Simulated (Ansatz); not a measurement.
Basis sets compared for Al2H4⁻. Total charge -1; doublet. Geometry r2SCAN-D4/def2-TZVPD. Ansatz on 4 threads of Arm Neoverse V1 on a shared host; times are rough, and most runs start from earlier orbitals.

Cartesian coordinates in Å:
```
Al -1.2365 -0.0243 -0.1432
Al 1.2366 0.0244 0.1426
H 2.2968 0.4851 -1.0032
H -2.0274 0.3955 -1.5020
H -2.2958 -0.4837 1.0042
H 2.0263 -0.3970 1.5017
```

At PBE-D4/def2-SVPD, PBE-D4/def2-TZVPD, PBE0-D4/def2-SVPD, PBE0-D4/def2-TZVPD the highest occupied level of the charge -1 doublet lies above zero (up to 0.77 eV). By energy differences its removal costs 1.40 eV (vertical, to the charge 0 singlet, at CCSD(T)/def2-TZVPPD). The structure comes from a short search, and lower isomers may exist.

| level | functions | energy (Eh) | HOMO (eV) | LUMO (eV) | wall time |
| --- | --- | --- | --- | --- | --- |
| PBE-D4/def2-SVPD | 80 | -486.8201 | 0.77 | 1.73 | 0.9 s |
| PBE0-D4/def2-SVPD | 80 | -486.8733 | 0.10 | 2.45 | 0.9 s |

(1) Estimate the rows for PBE-D4/def2-TZVPD (with forces), PBE0-D4/def2-TZVPD.

Results:

(1) 
| level | functions | energy (Eh) | HOMO (eV) | LUMO (eV) | wall time |
| --- | --- | --- | --- | --- | --- |
| PBE-D4/def2-TZVPD (with forces) | 122 | -486.9922 | 0.70 | 1.64 | 1.4 s |
| PBE0-D4/def2-TZVPD | 122 | -487.0420 | 0.05 | 2.36 | 1.9 s |
